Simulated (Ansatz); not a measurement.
Process, species as SMILES: c1ccccc1 -> c1ccccc1 as doublet, charge +1 + e-

Property: adiabatic ionisation energy (0 K, with zero-point energies), in eV. Conventions: no spin-orbit coupling; six Cartesian d functions in 6-31G* and its kin unless marked 5d; LANL2DZ all-electron up to Ne; open shells spin-unrestricted; 6-311+G** with 5d; dispersion terms only where a functional's name holds one; non-relativistic. First-principles rows: single points at B3LYP-D3(BJ) geometries (Ansatz, a program for electronic structure), with unscaled harmonic terms from B3LYP/6-31G* at its own minima.

Measured values: CCCBDB table in ASE; they hold spin-orbit and core effects. 

Value to compare with, the measured value: 9.24 eV.

```csv
level,program,"adiabatic ionisation energy (0 K, with zero-point energies) (eV)",error
B3LYP/STO-3G,Ansatz,7.69,-1.55
B3LYP/3-21G,Ansatz,8.98,-0.26
B3LYP/LANL2DZ,Ansatz,8.97,-0.27
B3LYP/6-31G,Ansatz,8.86,-0.38
B3LYP/6-31G*,Ansatz,8.79,-0.45
B3LYP/6-31+G*,Ansatz,8.98,-0.26
B3LYP/6-31G**,Ansatz,8.80,-0.44
B3LYP/def2-SVP,Ansatz,9.02,-0.22
B3LYP/cc-pVDZ,Ansatz,8.94,-0.30
B3LYP/6-311+G**,Ansatz,9.06,-0.18
B3LYP/def2-TZVPD,Ansatz,9.05,-0.19
```

Among the 10 habitual levels, B3LYP/STO-3G lies farthest from the measured value (-1.55 eV); 0 of 10 lie above it, and their mean absolute error is 0.43 eV, the median 0.29. One case shows no general order.

The sets are all those run for this method; runs whose electronic state is in doubt are left out.
